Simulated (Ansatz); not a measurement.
# BH2O− (SMILES B[O-]): functionals against CCSD(T) at one geometry

An exercise on one series of results from a longer session: the logs are not shown, and one member is left open.

The runs use Ansatz 0.2.0, Gaussian basis; single points in def2-TZVPPD.

Cores are frozen in the correlated methods.

### Starting geometry

4 atoms, charge -1, spin multiplicity 1.

Atoms are counted from 1 here; the program's logs count them from 0.

Bond lengths: B1–O2 1.275 Å, B1–H3 1.285 Å, B1–H4 1.252 Å. Angles: O2–B1–H3 120.4°, O2–B1–H4 128.8°, H3–B1–H4 110.8°.

Geometry (Å):

```xyz
4
charge -1, multiplicity 1
B     0.0844   -0.0033    0.0113
O     1.0625   -0.4370    0.7054
H    -1.0941   -0.4909    0.1714
H     0.0847    0.8761   -0.8799
```

The first run:

run/in.yaml

```yaml
crystal:
  periodic: [false, false, false]
  atoms:
    - {symbol: B, position_ang: [0.084400, -0.003300, 0.011300]}
    - {symbol: O, position_ang: [1.062500, -0.437000, 0.705400]}
    - {symbol: H, position_ang: [-1.094100, -0.490900, 0.171400]}
    - {symbol: H, position_ang: [0.084700, 0.876100, -0.879900]}
basis:
  gaussian: {orbitals: "def2-TZVPPD.json"}
total_charge: -1
correlation: {method: ccsd_t}
output: {forces: true}
```

The basis file named in the input lies beside it (Basis Set Exchange, JSON).

The command line of these runs was not kept.

Steps of the session up to this table: CCSD(T)/def2-TZVPPD; PBE0-D4/def2-TZVPPD; wB97M-V/def2-TZVPPD; r2SCAN-D4/def2-TZVPPD; PBE-D4/def2-TZVPPD; HSE06-D4/def2-TZVPPD; BLYP-D4/def2-TZVPPD.

One table of the session follows, with a row left open; its other results are not shown here.

```
   method  RMS force component (eV/Å)  angle to CCSD(T) forces (°)
  CCSD(T)                       0.593                    reference
  PBE0-D4                       0.341                         27.9
  wB97M-V                       0.378                         20.4
r2SCAN-D4                       0.383                         18.4
   PBE-D4                           ?                            ?
 HSE06-D4                       0.342                         27.4
  BLYP-D4                       0.555                          6.6
```

Estimate the missing values for PBE-D4.

**Answer.** RMS force component (eV/Å): 0.531; angle to CCSD(T) forces (°): 10.3. In the column «RMS force component (eV/Å)» it lies between r2SCAN-D4 (0.383) and BLYP-D4 (0.555).

To keep in mind: The anion's highest level is positive in at least one run, so there the basis alone may hold the extra electron.
